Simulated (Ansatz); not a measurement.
A ladder of methods for AlH5S (Al(H2S)H3)

The species is AlH5S (7 atoms), meant as a singlet with charge 0. SMILES: `[H][Al]([H])([H])<-[SH2]`. The shape comes from GFN2-xTB, which is rough for such elements, and wasn't checked as a minimum.

```xyz
7

Al    0.1298   -0.2220   -1.0116
S     0.1518   -0.2519    1.4589
H     0.5126    1.0301    1.4853
H    -1.1455    0.0493    1.4764
H     1.6822   -0.1872   -1.1886
H    -0.6661    1.1393   -1.0463
H    -0.6648   -1.5576   -1.1741
```

Quantity: the vertical electron affinity (to the doublet anion), in eV. The values are calculated.

The electron affinity is E(neutral) − E(anion): positive where the electron is bound.

```csv
level,kind,program,value (eV),less FCI/STO-3G,CPU time (all runs)
BHLYP/STO-3G,global hybrid,Ansatz,-9.08,+1.38,4.1 s
PBE0/STO-3G,global hybrid,Ansatz,-8.85,+1.61,5.9 s
CAM-B3LYP/STO-3G,range-separated hybrid,Ansatz,-8.88,+1.58,5.2 s
RPA@PBE/STO-3G,RPA,Ansatz,-9.77,+0.69,7.9 s
BCCD(T)/STO-3G,coupled cluster or CI,Ansatz,-10.46,0.00,0.6 s
CCSD(T)/STO-3G,coupled cluster or CI,Ansatz,-10.46,0.00,0.52 s
CCSD/STO-3G,coupled cluster or CI,Ansatz,-10.47,-0.01,0.51 s
FCI/STO-3G,exact in the basis,Ansatz,-10.46,0.00,32 s
```

FCI/STO-3G is exact within its basis and frozen core, so for wave-function methods in that basis the difference is their error; functionals converge differently with the basis, so for them it is only a difference. The values span -10.47 to -8.85 eV. All rows use very small basis sets, so even the best lies far from the true value. Negative values mean that the anion is unbound at that level; they are set by how diffuse the basis is and aren't properties of the molecule. Times are those of the runs behind each value, whatever else they computed, on shared processors of several kinds: orders of magnitude only.
